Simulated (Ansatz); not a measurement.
A short molecular-dynamics run on C$_{3}$H$_{5}$NO, SMILES `NCC=C=O`.

```yaml
crystal:
  periodic: [false, false, false]
  atoms:
    - {symbol: N, position_ang: [-0.213877, 0.207279, 1.482892]}
    - {symbol: C, position_ang: [-0.228382, 0.608676, 0.081629]}
    - {symbol: C, position_ang: [0.538242, -0.352335, -0.782572]}
    - {symbol: C, position_ang: [-0.048165, -1.325997, -1.431808]}
    - {symbol: O, position_ang: [-0.578114, -2.170640, -2.020017]}
    - {symbol: H, position_ang: [-0.662265, 0.914070, 2.054969]}
    - {symbol: H, position_ang: [0.739895, 0.117094, 1.811974]}
    - {symbol: H, position_ang: [-1.270717, 0.644433, -0.246218]}
    - {symbol: H, position_ang: [0.188163, 1.611046, -0.095606]}
    - {symbol: H, position_ang: [1.618318, -0.304526, -0.852342]}
basis:
  gaussian: {orbitals: def2-SVP}
hamiltonian: {xc: {name: BLYP}, dispersion: d3bj}
md: {timestep: 2 fs, n_steps: 30, ensemble: nvt_langevin, temperature: 700, initial_velocities: maxwell_boltzmann, friction: 0.01, seed: 560}
```

```sh
$ ansatz run in.yaml --threads 2 --pin off --events-out ev --progress --plain --max-ram 4352MiB
```

```
step  time (fs)  potential energy (eV)  kinetic (eV)  T (K)  conserved (eV)
   0        0.0             -6721.2845        0.8143    630               –
   1        2.0             -6720.9989        0.6705    519               –
   2        4.0             -6720.9037        0.5183    401               –
   3        6.0             -6720.9446        0.5775    447               –
   4        8.0             -6720.9068        0.6643    514               –
   5       10.0             -6721.0290        0.6895    533               –
   6       12.0             -6720.8765        0.5098    394               –
   7       14.0             -6720.8573        0.4616    357               –
   8       16.0             -6720.7694        0.4024    311               –
   9       18.0             -6720.6253        0.3502    271               –
  10       20.0             -6720.8404        0.5560    430               –
  11       22.0             -6720.8003        0.5231    405               –
  12       24.0             -6720.7872        0.4954    383               –
  13       26.0             -6720.9287        0.6117    473               –
  14       28.0             -6720.7922        0.5119    396               –
  15       30.0             -6720.9415        0.5831    451               –
  16       32.0             -6720.8606        0.4760    368               –
  17       34.0             -6720.7605        0.4113    318               –
  18       36.0             -6720.9238        0.5303    410               –
  19       38.0             -6720.7937        0.4473    346               –
  20       40.0             -6720.7758        0.3867    299               –
  21       42.0             -6720.7868        0.4276    331               –
  22       44.0             -6720.7818        0.4626    358               –
  23       46.0             -6720.8351        0.5449    422               –
  24       48.0             -6720.8829        0.5156    399               –
  25       50.0             -6720.7181        0.4047    313               –
  26       52.0             -6720.8504        0.5660    438               –
  27       54.0             -6720.8099        0.5049    391               –
  28       56.0             -6720.8939        0.6094    471               –
  29       58.0             -6720.9087        0.6967    539               –
  30       60.0             -6720.7461        0.6469    500               –
```

Velocities are drawn at the set temperature; a run this short doesn't reach equilibrium.

Frames (Å, forces in eV/Å):

```xyz
10
time=0.0 fs
N    -0.214    0.207    1.483   -0.412   -0.632   -0.039
C    -0.228    0.609    0.082    0.106   -0.044    0.258
C     0.538   -0.352   -0.783    0.224    0.523    0.167
C    -0.048   -1.326   -1.432    0.479    0.599    0.482
O    -0.578   -2.171   -2.020   -1.044   -1.639   -1.153
H    -0.662    0.914    2.055   -0.266    0.474    0.412
H     0.740    0.117    1.812    0.630   -0.009    0.242
H    -1.271    0.644   -0.246   -0.543    0.076   -0.195
H     0.188    1.611   -0.096    0.206    0.581   -0.188
H     1.618   -0.305   -0.852    0.621    0.072    0.015
10
time=2.0 fs
N    -0.221    0.212    1.487    1.290   -1.491   -0.677
C    -0.230    0.625    0.090    2.405    0.113    0.261
C     0.521   -0.399   -0.782    3.373    3.856    1.950
C    -0.043   -1.328   -1.430   -0.841   -1.496   -1.047
O    -0.573   -2.162   -2.036   -1.080   -1.741   -1.195
H    -0.673    0.907    2.022   -0.778    1.363    1.305
H     0.762    0.130    1.803   -0.325    0.108    0.152
H    -1.245    0.689   -0.167   -2.048    0.212   -0.959
H     0.249    1.649   -0.108   -0.333   -0.629    0.004
H     1.671   -0.272   -0.900   -1.664   -0.293    0.207
10
time=4.0 fs
N    -0.224    0.214    1.488    0.635    0.217    0.720
C    -0.226    0.639    0.102    1.080    0.098   -0.554
C     0.513   -0.433   -0.776    3.932    5.479    2.799
C    -0.043   -1.335   -1.434   -1.603   -2.585   -1.915
O    -0.572   -2.160   -2.059   -0.981   -1.596   -1.087
H    -0.721    0.947    2.034    0.456   -0.345    0.113
H     0.775    0.150    1.803   -0.791    0.177    0.159
H    -1.291    0.744   -0.131   -0.304    0.074   -0.724
H     0.297    1.659   -0.123   -0.590   -1.028    0.163
H     1.658   -0.243   -0.946   -1.834   -0.491    0.326
10
time=6.0 fs
N    -0.226    0.216    1.491   -0.710    1.375    1.299
C    -0.218    0.651    0.114   -0.764   -0.331   -1.158
C     0.519   -0.447   -0.759    1.235    4.124    2.207
C    -0.047   -1.349   -1.445   -1.067   -1.471   -1.115
O    -0.573   -2.163   -2.086   -0.927   -1.517   -1.041
H    -0.758    0.983    2.048    1.173   -1.342   -0.569
H     0.757    0.185    1.802   -0.124    0.091    0.457
H    -1.348    0.798   -0.123    1.470   -0.200   -0.394
H     0.326    1.629   -0.133   -0.460   -0.566    0.223
H     1.574   -0.234   -0.974    0.174   -0.164    0.092
10
time=8.0 fs
N    -0.231    0.222    1.500   -1.130    1.212    0.838
C    -0.215    0.664    0.126   -1.486   -1.431   -1.353
C     0.530   -0.451   -0.736   -2.734    1.557    1.301
C    -0.054   -1.366   -1.459   -0.072    0.244    0.191
O    -0.573   -2.173   -2.116   -0.772   -1.284   -0.852
H    -0.750    0.977    2.039    0.716   -0.875   -0.193
H     0.732    0.230    1.806    0.723   -0.057    0.714
H    -1.351    0.843   -0.129    1.739   -0.361   -0.252
H     0.338    1.580   -0.142    0.079    0.510    0.174
H     1.497   -0.221   -0.994    2.938    0.487   -0.568
10
time=10.0 fs
N    -0.239    0.230    1.511    0.600   -0.378   -0.223
C    -0.220    0.675    0.136   -0.289   -2.252   -1.081
C     0.530   -0.453   -0.707   -1.331    0.636   -0.603
C    -0.063   -1.381   -1.473    0.406    1.055    0.783
O    -0.577   -2.189   -2.147   -0.311   -0.620   -0.283
H    -0.711    0.940    2.024   -0.836    1.060    1.184
H     0.729    0.265    1.834    0.376   -0.228    0.410
H    -1.286    0.877   -0.141    0.335   -0.312   -0.397
H     0.346    1.554   -0.148    0.502    1.124    0.164
H     1.530   -0.188   -1.045    0.548   -0.086    0.047
10
time=12.0 fs
N    -0.243    0.235    1.520    0.965    0.009    0.312
C    -0.229    0.683    0.140    2.978   -2.150   -0.312
C     0.525   -0.455   -0.681    0.040    0.223   -2.196
C    -0.068   -1.390   -1.482    0.085    0.732    0.495
O    -0.582   -2.207   -2.176    0.497    0.564    0.742
H    -0.712    0.946    2.054   -0.749    0.800    0.871
H     0.736    0.283    1.877   -0.401   -0.290   -0.118
H    -1.204    0.903   -0.162   -2.300    0.077   -0.928
H     0.373    1.563   -0.142    0.216    0.604    0.333
H     1.571   -0.166   -1.103   -1.333   -0.568    0.801
10
time=14.0 fs
N    -0.245    0.240    1.534   -0.394    1.556    1.440
C    -0.230    0.688    0.139    2.354   -1.267   -0.284
C     0.520   -0.455   -0.664   -0.217   -0.334   -2.793
C    -0.070   -1.395   -1.489   -0.446    0.138    0.057
O    -0.587   -2.222   -2.201    1.211    1.629    1.667
H    -0.743    0.981    2.123    0.389   -0.831   -0.654
H     0.728    0.289    1.917   -0.469   -0.244   -0.369
H    -1.219    0.936   -0.214   -1.015   -0.188   -0.304
H     0.410    1.576   -0.120   -0.239    0.059    0.359
H     1.543   -0.161   -1.130   -1.174   -0.518    0.879
10
time=16.0 fs
N    -0.251    0.248    1.553   -1.428    1.635    0.905
C    -0.224    0.690    0.137    0.478   -0.498   -0.459
C     0.516   -0.455   -0.656   -2.109   -1.179   -2.326
C    -0.074   -1.399   -1.497   -0.850   -0.293   -0.163
O    -0.592   -2.234   -2.219    1.634    2.292    2.227
H    -0.761    0.983    2.160    0.590   -1.006   -0.999
H     0.701    0.279    1.938    0.233   -0.171   -0.171
H    -1.282    0.956   -0.270    1.301   -0.577    0.672
H     0.455    1.581   -0.082   -0.684   -0.283    0.232
H     1.460   -0.180   -1.116    0.835    0.079    0.083
10
time=18.0 fs
N    -0.261    0.260    1.575   -1.199    0.344   -0.964
C    -0.216    0.691    0.136   -0.154   -0.543   -0.055
C     0.503   -0.460   -0.652   -4.166   -1.873   -1.431
C    -0.082   -1.403   -1.505   -1.013   -0.353   -0.073
O    -0.594   -2.241   -2.230    1.699    2.405    2.293
H    -0.765    0.947    2.146   -0.174    0.242    0.013
H     0.682    0.259    1.936    0.830   -0.118    0.214
H    -1.291    0.955   -0.294    1.767   -0.534    0.917
H     0.481    1.577   -0.041   -0.755   -0.309    0.023
H     1.397   -0.212   -1.089    3.165    0.738   -0.937
10
time=20.0 fs
N    -0.276    0.271    1.595    1.007   -1.399   -2.415
C    -0.208    0.688    0.134    0.056   -1.176    0.892
C     0.474   -0.471   -0.653   -1.405   -1.130   -2.401
C    -0.092   -1.408   -1.516   -0.735    0.337    0.566
O    -0.591   -2.241   -2.232    1.268    1.668    1.610
H    -0.784    0.915    2.130   -1.083    1.726    1.269
H     0.699    0.237    1.929   -0.251    0.034    0.161
H    -1.229    0.936   -0.280    0.510   -0.188    0.451
H     0.460    1.569    0.003   -0.200    0.082   -0.265
H     1.439   -0.232   -1.094    0.833    0.046    0.130
10
time=22.0 fs
N    -0.289    0.276    1.609    0.641   -0.453   -1.320
C    -0.200    0.680    0.135    1.324   -2.195    2.100
C     0.440   -0.483   -0.661    1.224   -0.272   -2.755
C    -0.104   -1.410   -1.527   -0.202    1.335    1.448
O    -0.583   -2.238   -2.228    0.521    0.412    0.467
H    -0.846    0.941    2.158    0.340    0.290    0.077
H     0.712    0.214    1.926   -1.096    0.274    0.203
H    -1.146    0.911   -0.253   -2.143    0.394   -0.560
H     0.413    1.567    0.050    0.682    0.698   -0.556
H     1.503   -0.251   -1.098   -1.291   -0.484    0.895
10
time=24.0 fs
N    -0.304    0.282    1.621   -0.614    0.320   -0.830
C    -0.188    0.669    0.143    0.296   -1.706    1.802
C     0.414   -0.496   -0.679    2.028    0.592   -1.855
C    -0.117   -1.407   -1.533    0.019    1.633    1.764
O    -0.575   -2.236   -2.222   -0.084   -0.556   -0.436
H    -0.897    0.979    2.181    1.357   -0.776   -0.801
H     0.684    0.198    1.932   -0.662    0.348    0.504
H    -1.140    0.914   -0.258   -1.713    0.235   -0.328
H     0.383    1.589    0.077    0.873    0.445   -0.648
H     1.506   -0.285   -1.073   -1.499   -0.536    0.827
10
time=26.0 fs
N    -0.321    0.291    1.633   -1.389    0.103   -1.591
C    -0.177    0.653    0.157   -1.444    0.364    0.634
C     0.395   -0.507   -0.701    1.000    1.399   -0.071
C    -0.130   -1.398   -1.533   -0.345    0.813    1.173
O    -0.568   -2.236   -2.218   -0.308   -0.791   -0.731
H    -0.899    0.984    2.182    0.978   -0.479   -0.652
H     0.624    0.197    1.962    0.687    0.148    0.891
H    -1.190    0.930   -0.281    0.492   -0.316    0.619
H     0.399    1.635    0.067    0.103   -1.012   -0.473
H     1.442   -0.332   -1.017    0.227   -0.229    0.200
10
time=28.0 fs
N    -0.342    0.300    1.640    0.089   -1.253   -2.476
C    -0.169    0.639    0.173   -1.937    1.243   -0.126
C     0.381   -0.513   -0.721   -1.014    2.022    1.749
C    -0.143   -1.386   -1.534   -0.858   -0.396    0.239
O    -0.564   -2.237   -2.218   -0.346   -0.634   -0.709
H    -0.866    0.964    2.175   -0.500    1.015    0.279
H     0.581    0.207    2.022    0.874   -0.064    0.693
H    -1.209    0.926   -0.284    1.205   -0.410    0.932
H     0.435    1.640    0.029   -0.367   -1.613   -0.123
H     1.382   -0.380   -0.948    2.852    0.090   -0.458
10
time=30.0 fs
N    -0.363    0.306    1.640    2.063   -1.633   -1.171
C    -0.164    0.628    0.188   -1.626    0.799   -0.369
C     0.362   -0.513   -0.734    1.159    2.660    2.172
C    -0.157   -1.377   -1.538   -0.894   -0.888   -0.138
O    -0.564   -2.237   -2.216   -0.498   -0.757   -0.903
H    -0.858    0.974    2.192   -0.786    1.209    0.161
H     0.575    0.214    2.104   -0.697   -0.023   -0.381
H    -1.180    0.900   -0.255    0.622   -0.102    0.637
H     0.461    1.577   -0.009   -0.255   -1.005    0.137
H     1.429   -0.416   -0.890    0.911   -0.261   -0.144
10
time=32.0 fs
N    -0.379    0.311    1.638    1.883   -0.531    1.103
C    -0.164    0.619    0.197   -0.647   -0.666    0.151
C     0.346   -0.503   -0.741    3.344    2.316    2.121
C    -0.171   -1.368   -1.543   -0.594   -0.775    0.034
O    -0.567   -2.237   -2.215   -0.637   -0.919   -1.112
H    -0.883    1.019    2.223    0.149   -0.134   -1.093
H     0.559    0.215    2.173   -1.426    0.040   -1.123
H    -1.128    0.866   -0.213   -1.148    0.504   -0.177
H     0.470    1.478   -0.036    0.510    0.562    0.130
H     1.504   -0.458   -0.835   -1.434   -0.398   -0.034
10
time=34.0 fs
N    -0.391    0.317    1.637    0.525    0.165    1.572
C    -0.168    0.610    0.205   -0.253   -1.266    0.410
C     0.340   -0.484   -0.744    3.380    1.118    1.735
C    -0.183   -1.359   -1.547   -0.350   -0.650    0.271
O    -0.570   -2.236   -2.216   -0.567   -0.662   -0.977
H    -0.907    1.060    2.220    0.547   -0.811   -1.590
H     0.494    0.214    2.200   -0.488   -0.074   -0.837
H    -1.116    0.848   -0.188   -1.886    0.839   -0.588
H     0.491    1.406   -0.055    0.917    1.570    0.137
H     1.519   -0.509   -0.784   -1.825   -0.228   -0.133
10
time=36.0 fs
N    -0.403    0.324    1.642   -1.609    0.001   -0.638
C    -0.173    0.597    0.211   -0.916    0.477   -0.397
C     0.344   -0.460   -0.743    1.415   -0.376    0.896
C    -0.192   -1.350   -1.549   -0.255   -0.630    0.449
O    -0.576   -2.238   -2.219   -0.284    0.036   -0.500
H    -0.911    1.073    2.163    0.022   -0.223   -0.939
H     0.403    0.211    2.191    2.143   -0.493    0.801
H    -1.171    0.860   -0.181   -0.052    0.483   -0.051
H     0.547    1.392   -0.064   -0.155    0.802    0.549
H     1.458   -0.558   -0.742   -0.308   -0.080   -0.169
10
time=38.0 fs
N    -0.420    0.331    1.647    0.410   -1.947   -1.478
C    -0.180    0.584    0.212   -1.204    2.116   -0.632
C     0.353   -0.436   -0.738   -1.677   -1.505   -0.239
C    -0.202   -1.342   -1.553   -0.185   -0.655    0.587
O    -0.584   -2.243   -2.225    0.070    0.891    0.086
H    -0.913    1.070    2.078   -1.051    1.489    0.460
H     0.400    0.196    2.210    1.103   -0.257    0.281
H    -1.235    0.883   -0.170    1.434    0.088    0.252
H     0.603    1.401   -0.043   -1.167    0.027    0.724
H     1.388   -0.600   -0.707    2.267   -0.248   -0.041
10
time=40.0 fs
N    -0.436    0.333    1.649    1.424   -1.503    0.226
C    -0.192    0.581    0.212   -0.603    2.691   -0.286
C     0.354   -0.415   -0.734   -1.145   -2.491   -0.989
C    -0.213   -1.335   -1.556   -0.026   -0.617    0.701
O    -0.592   -2.246   -2.230    0.292    1.443    0.471
H    -0.960    1.121    2.021    0.010    0.307    0.277
H     0.442    0.169    2.243   -1.212    0.432   -1.012
H    -1.246    0.913   -0.148    1.512   -0.033    0.093
H     0.624    1.408    0.011   -1.474   -0.202    0.517
H     1.403   -0.641   -0.684    1.221   -0.027    0.003
10
time=42.0 fs
N    -0.448    0.333    1.651    0.183   -0.322    0.594
C    -0.205    0.593    0.213    0.884    2.009    0.373
C     0.347   -0.401   -0.737    0.848   -3.101   -1.060
C    -0.225   -1.331   -1.557    0.182   -0.462    0.786
O    -0.600   -2.243   -2.235    0.326    1.555    0.579
H    -0.997    1.180    1.985    1.062   -1.125    0.067
H     0.431    0.148    2.237   -1.293    0.660   -0.920
H    -1.192    0.952   -0.125    0.093    0.261   -0.453
H     0.601    1.410    0.079   -1.089   -0.013    0.138
H     1.466   -0.682   -0.668   -1.196    0.537   -0.106
10
time=44.0 fs
N    -0.463    0.333    1.657   -1.562   -0.337   -1.075
C    -0.213    0.611    0.213    1.661    0.439    0.993
C     0.338   -0.397   -0.744    1.420   -2.733   -0.674
C    -0.239   -1.328   -1.557    0.362   -0.276    0.807
O    -0.607   -2.237   -2.238    0.220    1.375    0.504
H    -0.981    1.187    1.959    0.657   -0.672    0.475
H     0.367    0.145    2.198    0.659    0.257    0.411
H    -1.136    1.007   -0.118   -1.456    0.626   -0.951
H     0.543    1.415    0.156    0.034    0.596   -0.289
H     1.490   -0.703   -0.653   -1.996    0.725   -0.200
10
time=46.0 fs
N    -0.485    0.336    1.662   -1.635   -1.950   -2.516
C    -0.215    0.628    0.218   -0.131    0.089    0.453
C     0.334   -0.403   -0.752    0.624   -1.519   -0.005
C    -0.252   -1.324   -1.555    0.310   -0.352    0.585
O    -0.613   -2.230   -2.240    0.119    1.220    0.451
H    -0.935    1.161    1.965   -0.702    1.353    1.088
H     0.326    0.165    2.182    1.985   -0.201    1.138
H    -1.139    1.086   -0.147   -0.472   -0.114   -0.441
H     0.483    1.446    0.230    1.042    0.974   -0.601
H     1.442   -0.703   -0.651   -1.141    0.500   -0.151
10
time=48.0 fs
N    -0.511    0.335    1.659    0.431   -1.855   -0.469
C    -0.219    0.644    0.224   -0.939    1.247   -0.357
C     0.332   -0.415   -0.757   -2.015    0.249    0.534
C    -0.262   -1.323   -1.551    0.137   -0.366    0.399
O    -0.619   -2.221   -2.241   -0.035    0.892    0.258
H    -0.916    1.183    2.013   -0.481    0.816    0.589
H     0.364    0.191    2.215   -0.400    0.094   -0.547
H    -1.163    1.157   -0.197    0.756   -0.978    0.300
H     0.456    1.511    0.286    0.792    0.123   -0.866
H     1.350   -0.695   -0.659    1.755   -0.223    0.160
10
time=50.0 fs
N    -0.534    0.329    1.653    0.814    0.014    1.444
C    -0.226    0.662    0.232   -0.472    1.753   -0.845
C     0.325   -0.429   -0.759   -2.697    1.306    1.114
C    -0.271   -1.326   -1.545    0.092   -0.173    0.385
O    -0.624   -2.211   -2.241   -0.263    0.364   -0.082
H    -0.909    1.233    2.080    0.268   -1.082   -0.556
H     0.390    0.211    2.234   -1.575    0.079   -1.385
H    -1.157    1.188   -0.238    0.881   -1.134    0.622
H     0.458    1.561    0.313    0.322   -0.692   -0.972
H     1.324   -0.702   -0.672    2.630   -0.435    0.275
10
time=52.0 fs
N    -0.557    0.322    1.649    0.324    0.963    1.364
C    -0.234    0.686    0.240    0.682    0.967   -0.891
C     0.310   -0.441   -0.757    0.550    1.260    1.906
C    -0.282   -1.331   -1.535    0.086   -0.183    0.231
O    -0.632   -2.202   -2.243   -0.433   -0.011   -0.296
H    -0.888    1.246    2.122    0.163   -1.483   -0.978
H     0.351    0.219    2.205   -0.846   -0.252   -0.961
H    -1.117    1.174   -0.254    0.003   -0.575    0.374
H     0.481    1.584    0.300   -0.015   -1.028   -0.786
H     1.398   -0.728   -0.688   -0.514    0.342    0.038
10
time=54.0 fs
N    -0.582    0.317    1.649   -1.319    0.895   -0.860
C    -0.242    0.709    0.243    1.931   -0.678   -0.488
C     0.297   -0.452   -0.749    1.977    1.315    2.170
C    -0.291   -1.339   -1.522    0.095   -0.162    0.119
O    -0.639   -2.197   -2.245   -0.542   -0.263   -0.420
H    -0.861    1.210    2.127   -0.461   -0.414   -0.514
H     0.277    0.212    2.136    1.758   -0.840    0.641
H    -1.083    1.133   -0.263   -1.353    0.356   -0.305
H     0.512    1.570    0.250   -0.201   -0.856   -0.374
H     1.447   -0.742   -0.709   -1.886    0.647    0.032
10
time=56.0 fs
N    -0.611    0.317    1.645    0.268   -0.852   -1.931
C    -0.246    0.725    0.246    1.126   -1.802   -0.949
C     0.291   -0.459   -0.732    1.256    1.110    1.808
C    -0.297   -1.348   -1.511    0.234    0.209    0.365
O    -0.647   -2.194   -2.244   -0.585   -0.406   -0.493
H    -0.844    1.161    2.115   -1.034    1.632    0.658
H     0.279    0.170    2.089    1.140   -0.840    0.562
H    -1.101    1.096   -0.289   -1.105    0.559   -0.188
H     0.540    1.516    0.181   -0.053   -0.098    0.051
H     1.416   -0.726   -0.715   -1.248    0.489    0.118
10
time=58.0 fs
N    -0.640    0.318    1.633    2.694   -0.845   -0.791
C    -0.249    0.734    0.245   -0.781   -1.966   -2.150
C     0.289   -0.460   -0.708   -1.632    0.747    1.012
C    -0.305   -1.358   -1.501    0.522    0.794    0.835
O    -0.655   -2.194   -2.245   -0.544   -0.362   -0.422
H    -0.851    1.177    2.117   -0.482    0.968    0.531
H     0.332    0.093    2.050   -1.530   -0.039   -0.206
H    -1.159    1.067   -0.332    0.418    0.308    0.658
H     0.568    1.465    0.116   -0.062    0.476    0.358
H     1.334   -0.685   -0.705    1.398   -0.083    0.175
10
time=60.0 fs
N    -0.661    0.316    1.616    2.718    0.578    0.158
C    -0.254    0.735    0.238   -1.552   -1.798   -2.593
C     0.283   -0.458   -0.679   -2.923   -0.097    0.151
C    -0.313   -1.369   -1.490    0.831    1.203    1.157
O    -0.666   -2.195   -2.249   -0.386   -0.082   -0.119
H    -0.880    1.226    2.124    0.324   -0.972   -0.322
H     0.330    0.007    1.996   -2.186    0.541   -0.050
H    -1.201    1.044   -0.353    1.120    0.330    0.955
H     0.592    1.434    0.064   -0.347    0.621    0.576
H     1.312   -0.631   -0.687    2.402   -0.324    0.088
```

It took 44 s on 2 threads of an Arm Neoverse V2 on a shared host, with 0.16 GiB of host memory at the peak.
